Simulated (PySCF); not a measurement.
**PySCF run on Li2**

The script input.py:

```python
from pyscf import gto, dft
from pyscf.hessian import thermo

mol = gto.M(
    atom='Li 0 0 0; Li 0 0 2.57',
    basis='jorge-dzp',
    charge=0,
    spin=0,
    symmetry=True,
    verbose=3,
)
mf = dft.RKS(mol, xc='wb97x')
mf = mf.density_fit(auxbasis='def2-universal-jkfit')
mf.kernel()
hess = mf.Hessian().kernel()
print('wavenumber (cm^-1) =', thermo.harmonic_analysis(mol, hess)['freq_wavenumber'].round(1))
mf.dip_moment()
print('orbital energies (hartree):', mf.mo_energy[..., max(0, mol.nelec[1]-3):mol.nelec[0]+3].round(4))
```

```bash
$ OMP_NUM_THREADS=1 python input.py
```

The log:

```
converged SCF energy = -14.9941601055647
wavenumber (cm^-1) = [412.1]
Dipole moment(X, Y, Z, Debye):  0.00000,  0.00000, -0.00000
orbital energies (hartree): [-2.1052e+00 -2.1046e+00 -1.9670e-01  9.0000e-04  1.8200e-02  1.8200e-02]
```

In short: E(SCF) = -14.994160 Eh, μz(SCF) = 0.00 D, wavenumbers 412 cm⁻¹.

Hardware: Arm Neoverse V2, 1 thread, shared host. Wall time 3 s.

Stability towards an unrestricted solution was not tested. The bond length is a typed value, not an optimised one, so the wavenumber is not that of the minimum.
